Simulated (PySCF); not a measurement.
From results back to the method.

Species: 1-hexyne, C6H10.
InChI=1S/C6H10/c1-3-5-6-4-2/h1H,4-6H2,2H3

The closed-shell ground state was solved 6 times with PySCF (density fitting, gas phase), always in the def2-SVPD basis (200 functions), with these functionals: B3LYP, BHandHLYP, HF, PBE, PBE0 and wB97X-D. Isolated species at its PBE0-D3(BJ)/def2-SVP geometry (one conformer only).

| row | total energy (Eh) | HOMO (eV) | LUMO (eV) | dipole (D) |
| --- | --- | --- | --- | --- |
| P | -234.1028 | -6.40 | -0.10 | 0.98 |
| Q | -234.1415 | -7.63 | 0.67 | 0.95 |
| R | -234.2777 | -8.72 | 1.19 | 0.90 |
| S | -234.3527 | -9.53 | 2.33 | 0.93 |
| T | -232.8082 | -10.39 | 2.71 | 0.88 |
| U | -234.4406 | -7.40 | 0.38 | 0.93 |

Question: Which functional belongs to which row?

Answer: P = PBE, Q = PBE0, R = BHandHLYP, S = wB97X-D, T = HF, U = B3LYP. By rising HOMO–LUMO gap: PBE (GGA) 6.30 eV; B3LYP (global hybrid, 20 % exact exchange) 7.78 eV; PBE0 (global hybrid, 25 % exact exchange) 8.30 eV; BHandHLYP (global hybrid, 50 % exact exchange) 9.91 eV; wB97X-D (range-separated hybrid) 11.86 eV; HF (all exact exchange) 13.10 eV. Total energies of different functionals aren't bounds to one another; each is stationary for its own functional.

The values belong to the conformer `[CH:1]#[C:2][CH2:3][CH2:4][CH2:5][CH3:6]`: C2–C3–C4–C5 180°, C3–C4–C5–C6 180°.

wB97X-D is run here without its empirical dispersion term; that term would change no orbital, density or response property at a fixed geometry.
